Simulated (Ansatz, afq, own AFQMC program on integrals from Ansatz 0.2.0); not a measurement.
AFQMC on a folder of integrals that Ansatz 0.2.0 wrote.

```yaml
crystal:
  periodic: [false, false, false]
  atoms:
    - {symbol: Al, position_ang: [0.000000, 0.000000, -0.016633]}
    - {symbol: C, position_ang: [0.000000, 0.000000, -1.567633]}
    - {symbol: H, position_ang: [0.000000, 0.000000, 1.584267]}
basis:
  gaussian: {orbitals: 6-31G}
magnetization: {spin_polarized: false, initial_magnetization: 2}
correlation: {method: ccsd_t, electrons: outside_noble_gas, hamiltonian_folder: ham}
```

```sh
$ ansatz run in.yaml --threads 1 --pin off --events-out ev --progress --plain --max-ram 16896MiB --backend cuda --devices 0, --max-vram 18GiB
```

Options of the walk:

```
--method phaseless --trial cisd --walkers 4000 --populations 20 --least-time 60 --time-step 0.005 --steps-per-block 50 --equilibration-blocks 28 --max-blocks 4000 --target-error 0.00017 --factor-cut 1e-05 --start spin_pure --seed 6202 --release-times 0.24,0.51,0.99,1.62,2.4 --release-step 0.03 --release-every 3 --taylor-order 6
```

Times are imaginary, in 1/Eh. The walk had a cap of 122 s. With eight or more populations the least sampling time is a fifth of least-time, and the error comes from their spread.

afq prints:

```
orbitals 18  electrons 5 3  factors 106 of 300
reference energy -280.06342343 Eh
CCSD correlation -0.11429074 Eh in 13 cycles, weight of the determinant in the CISD state 0.8791
energy of the start -280.177709 Eh
 block  time / (1/Eh)  mean weight  energy / Eh
     1     0.250  1.0000  -280.176810
     2     0.500  1.0001  -280.177204
     3     0.750  1.0000  -280.177777
     4     1.000  1.0000  -280.178256
     5     1.250  0.9999  -280.178758
     8     2.000  1.0001  -280.180005
    11     2.750  1.0001  -280.181304
    14     3.500  1.0001  -280.181314
    17     4.250  1.0001  -280.181816
    20     5.000  0.9999  -280.181967
    23     5.750  0.9997  -280.182264
    26     6.500  0.9999  -280.182375
    29     7.250  1.0000  -280.181711
    32     8.000  1.0000  -280.181853
    35     8.750  1.0000  -280.182202
    38     9.500  0.9998  -280.182237
    41    10.250  0.9999  -280.182405
    43    10.750  1.0000  -280.177263
    44    11.000  1.0002  -280.181611
    47    11.750  0.9999  -280.182006
    50    12.500  0.9999  -280.181070
    53    13.250  1.0000  -280.183801
    56    14.000  1.0001  -280.181509
    59    14.750  0.9999  -280.181463
    62    15.500  1.0001  -280.182007
    65    16.250  1.0001  -280.181388
    68    17.000  0.9999  -280.181970
    71    17.750  1.0001  -280.181983
    74    18.500  0.9998  -280.183775
    77    19.250  1.0000  -280.182142
    78    19.500  1.0001  -280.181873
error from the spread of 20 populations
released: time / (1/Eh)  energy / Eh  error  mean overlap
  0.24  -280.181960  0.000107  1.0005
  0.51  -280.181991  0.000086  1.0010
  0.99  -280.182169  0.000090  1.0000
  1.62  -280.182241  0.000097  1.0025
  2.40  -280.181047  0.001340  1.0018
energy -280.181853 +/- 0.000143 Eh
(rows thinned)
```

The run passed its tests (sampling time, drift between the halves within three errors, error under three times the target), which doesn't prove that it has relaxed.

Against this walk (error 3.9 meV) on the same determinant: CCSD(T) 19.2 meV higher, CCSDT(Q) 16.4 meV lower, CCSDTQ 16.8 meV lower, full CI 17.3 meV lower. The error is statistical and leaves out the bias of the constraint. The released energies are still falling (meV from the phaseless value at times in 1/Eh: -3 ± 3 at 0.24, -3.8 ± 2.3 at 0.51, -8.6 ± 2.5 at 0.99, -11 ± 3 at 1.62, 22 ± 36 at 2.40), so they give no level. Full CI is exact here, so the walk's 17 meV above it is the walk's own error: the bias of the constraint with this trial.

Cautions: constraint bias not in the error; lower spins were not checked; a spin-contaminated unrestricted determinant lies lower (UHF 378 meV lower, ⟨S²⟩ 2.36); raised T1 diagnostic (T1 0.043, weight of the determinant 0.88, largest double 0.12).

The walk took 18 s on 1 × NVIDIA H100 80GB HBM3 with 2 threads of AMD EPYC 7R13 Processor (Zen 3), with other jobs on the host (the card was shared). The log's last line is the phaseless energy.

CCSDT and higher add their correlation energy to the determinant of the CCSD(T) run, since their own runs factorise the integrals more tightly (a shift of under 2 meV).
